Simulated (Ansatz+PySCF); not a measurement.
singlet NH₃: levels of theory in one basis

```
atom    x (Å)    y (Å)    z (Å)
   N   0.0000   0.0000   0.1216
   H   1.2634   0.0000  -0.4255
   H  -0.4679   0.8105  -0.2837
   H  -0.4679  -0.8105  -0.2837
```

Basis set: 6-31G (spherical functions). Frozen core: 1 orbital. Charge 0, multiplicity 1.

Computed with Ansatz (development build ahead of 0.2.0); each method stands on the lowest determinant of its kind that the runs found.

```
                            method  E − E(RHF) (eV)  <S²> of the determinant
                               RHF             0.00                     0.00
                           RHF-MP2            -3.46                        –
                       RHF-CCSD(T)            -3.97                        –
full CI (lowest root of this spin)            -3.98                        –
```

(1) What does RHF-CCSD give on the same scale?

(2) Is a single determinant a sound starting point here?

Answers

(1) -3.90 eV.

At such a shape the full CI root can have another spatial symmetry than the determinants, so the rows needn't describe one state.

(2) Only with care. Unrestricted orbitals gain 0.00 eV and <S²> is 0.00 against 0.00 for a pure state, but bonds are stretched.

Caution for RHF-MP2, RHF-CCSD, RHF-CCSD(T): bonds are stretched, where a single reference can fail.
